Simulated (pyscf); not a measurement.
Structures and frequencies: ωB97X-D3(BJ)/def2-SVP in PySCF.

Problem. Estimate by transition-state theory the rate constant of HO–P(OH)–OH + H atom (H•) -> •O–P(OH)–OH + hydrogen (H₂) (doublet surface; H–O broken, H–H formed) at 600 K, with ωB97M-D3(BJ)/def2-TZVP energies (ideal gas, 1 atm, RRHO with modes under 100 cm⁻¹ raised to 100, one conformer, R ln 2 for rigid chiral ones; no tunnelling).

Solution. The electronic barrier is 9.6 kcal/mol and the thermal terms add +11.2, so ΔG‡ = 20.8 kcal/mol. With k_BT/h = 1.25e+13 s⁻¹ and RT = 1.192 kcal/mol, and a volume of 8.18e-20 cm³ per molecule at 1 atm, k = 2.7e-14 cm³ molecule⁻¹ s⁻¹. Wigner's tunnelling factor for 1839i cm⁻¹ would be 1.81, likely too low at so high a frequency. A shift of 1 kcal/mol in the barrier changes k by a factor 2.3. This is the saddle that the search found; another between the same sides may lie lower. The angle at the transferred H is 171°.
